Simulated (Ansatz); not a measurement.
Question: Name a neutral molecule of C, Cl, O and H with HOMO energy (ωB97M-V/def2-TZVPP) between -11.10 and -10.80 eV and LUMO energy (PBE/def2-TZVPP) between -3.35 and -3.05 eV (Ansatz, PBE0-D4/def2-TZVP geometry).

Answer: `C=CC(=O)Cl` (-10.89 eV, -3.29 eV). Other molecules can fit too; these were computed, each in one conformer that needn't be the lowest.
